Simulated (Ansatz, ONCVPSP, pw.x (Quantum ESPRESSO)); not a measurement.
What a changed setting does to a pw.x run (bcc W)

Potential: optimised norm-conserving Vanderbilt (ONCV), ONCVPSP 4.0.1.1 (patched build), PBE; core [Kr] 4d10 4f14, reference 5s2 5p6 5d4 6s1.5 6p0.5; waves: 5s+6s: rc 1.85 bohr, ncon 5, nbas 8, qcut 6 1/bohr, 2 projectors; 5p+6p: rc 2.25 bohr, ncon 5, nbas 8, qcut 5.9 1/bohr, 2 projectors; 5d: rc 2.35 bohr, ncon 3, nbas 7, qcut 6.8 1/bohr, 2 projectors, debl 3.1 Ha; local part: polynomial inside 1.65 bohr (lpopt 5, dvloc0 -1 Ha); core correction: none.

The reference run (k-mesh 14³, cutoffs 100/400 Ry, Fermi–Dirac 0.01 Ry, mixing_beta 0.4, conv_thr 1e-9, no spin) gives -2.70 GPa at 16.130 Å³/atom, where all-electron LAPW gives 0.30 GPa. This run, with its own iteration cap, changes degauss to 0.002.

```
&control
  calculation='scf', prefix='x', pseudo_dir='./', outdir='./tmp', tstress=.true., disk_io='none'
/
&system
  ibrav=0, nat=1, ntyp=1, ecutwfc=100, ecutrho=400, nbnd=15,
  occupations='smearing', smearing='fd', degauss=0.002
/
&electrons
  conv_thr=1e-09, mixing_beta=0.4, electron_maxstep=60
/
ATOMIC_SPECIES
W 1.0 W.UPF
CELL_PARAMETERS angstrom
  -1.59168867 1.59168867 1.59168867
  1.59168867 -1.59168867 1.59168867
  1.59168867 1.59168867 -1.59168867
ATOMIC_POSITIONS crystal
W 0.0000 0.0000 0.0000
K_POINTS automatic
14 14 14 0 0 0
```

```bash
pw.x < W.scf.in > W.scf.out
```

How does the run end?

It converges in 8 iterations; the free energy moves by +17.9 meV/atom and the pressure by +0.35 GPa. In a metal, with Fermi–Dirac smearing, F lies below its zero-width value by a term in the square of the width.

```
Message from routine setup:
     using ibrav=0 with symmetry is DISCOURAGED, use correct ibrav instead
     lattice parameter (alat)  =       5.2098  a.u.
     unit-cell volume          =     108.8506 (a.u.)^3
     number of electrons       =        14.00
     number of Kohn-Sham states=           15
     kinetic-energy cutoff     =     100.0000  Ry
     charge density cutoff     =     400.0000  Ry
     scf convergence threshold =      1.0E-09
     Exchange-correlation= PBE
     number of k points=   104  Fermi-Dirac smearing, width (Ry)=  0.0020
     iteration #  1     ecut=   100.00 Ry     beta= 0.40
     total energy              =    -137.45709903 Ry
     estimated scf accuracy    <       0.06062480 Ry
     iteration #  2     ecut=   100.00 Ry     beta= 0.40
     total energy              =    -137.45756292 Ry
     estimated scf accuracy    <       0.00934661 Ry
     iteration #  3     ecut=   100.00 Ry     beta= 0.40
     total energy              =    -137.45880088 Ry
     estimated scf accuracy    <       0.00050721 Ry
     iteration #  4     ecut=   100.00 Ry     beta= 0.40
     total energy              =    -137.45882294 Ry
     estimated scf accuracy    <       0.00001555 Ry
     iteration #  5     ecut=   100.00 Ry     beta= 0.40
     total energy              =    -137.45882728 Ry
     estimated scf accuracy    <       0.00000099 Ry
     iteration #  6     ecut=   100.00 Ry     beta= 0.40
     total energy              =    -137.45882747 Ry
     estimated scf accuracy    <       0.00000010 Ry
     iteration #  7     ecut=   100.00 Ry     beta= 0.40
     total energy              =    -137.45882749 Ry
     estimated scf accuracy    <          5.8E-09 Ry
     iteration #  8     ecut=   100.00 Ry     beta= 0.40
     the Fermi energy is    22.0051 ev
!    total energy              =    -137.45882749 Ry
     estimated scf accuracy    <          1.7E-10 Ry
     smearing contrib. (-TS)   =      -0.00013970 Ry
     The total energy is F=E-TS. E is the sum of the following terms:
     one-electron contribution =     -20.44159264 Ry
     hartree contribution      =      16.85963466 Ry
     xc contribution           =     -15.30558872 Ry
     ewald contribution        =    -118.57114108 Ry
     convergence has been achieved in   8 iterations
          total   stress  (Ry/bohr**3)                   (kbar)     P=      -23.52
     Message from routine punch:
     Nothing written, as per user request (disk_io='none')
```

The run took about 71 s on one core of a shared host (Neoverse-N1, 64 threads, 124 GiB, load 50).
